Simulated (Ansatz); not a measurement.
Geometry optimisation, RKS PBE0-D4/def2-SVP (Ansatz 0.2.0).

Input:

```yaml
crystal:
  periodic: [false, false, false]
  atoms:
    - { symbol: Si, position_ang: [-0.991728, -0.500784, 0.076398] }
    - { symbol: Si, position_ang: [0.737599, 0.935291, 0.249274] }
    - { symbol: O, position_ang: [-0.236691, -1.795076, -0.684194] }
    - { symbol: H, position_ang: [0.598216, -1.469893, -1.047533] }
    - { symbol: H, position_ang: [-2.118491, 0.062822, -0.734577] }
    - { symbol: H, position_ang: [-1.545027, -0.937025, 1.392222] }
    - { symbol: H, position_ang: [0.402235, 2.372297, 0.497665] }
    - { symbol: H, position_ang: [1.686899, 0.480793, 1.316947] }
    - { symbol: H, position_ang: [1.466888, 0.851674, -1.066302] }
basis:
  gaussian: { orbitals: def2-SVP }
hamiltonian:
  xc: pbe0
  dispersion: d4
relax:
  f_tol: 0.03
  max_steps: 50
output:
  orbitals: {}
```

Launched with:

```bash
$ ansatz run input.yaml --threads 2 --pin off --max-ram 3072MiB --backend cpu --events-out ev --progress --plain --runs-dir out
```

**Question.** Where does it end, and by what steps?

**Answer.** The run converged. After 7 steps the energy has fallen by 0.160 eV; H4 moved furthest, 0.71 Å.

| step | energy less start (eV) | largest force component (eV/Å) | accepted |
| --- | --- | --- | --- |
| 0 | 0.0000 | 1.019 | yes |
| 1 | -0.0905 | 0.563 | yes |
| 2 | -0.1135 | 0.504 | yes |
| 3 | -0.1319 | 0.532 | yes |
| 4 | -0.1451 | 0.503 | yes |
| 5 | -0.1578 | 0.142 | yes |
| 6 | -0.1596 | 0.066 | yes |
| 7 | -0.1603 | 0.011 | yes |

```xyz
9
Properties=species:S:1:pos:R:3
Si -0.894 -0.527 0.040
Si 0.825 1.056 0.294
O -0.291 -1.994 -0.490
H 0.196 -1.983 -1.319
H -1.926 0.027 -0.898
H -1.546 -0.803 1.351
H 0.270 2.380 0.718
H 1.822 0.601 1.312
H 1.543 1.244 -1.008
```

Whether the end is a true minimum wasn't checked by a vibrational analysis.

The run took 14 s on 2 threads of Intel(R) Xeon(R) Platinum 8259CL CPU @ 2.50GHz (Skylake/Cascade Lake), with other jobs on the host, peak memory 0.17 GiB.
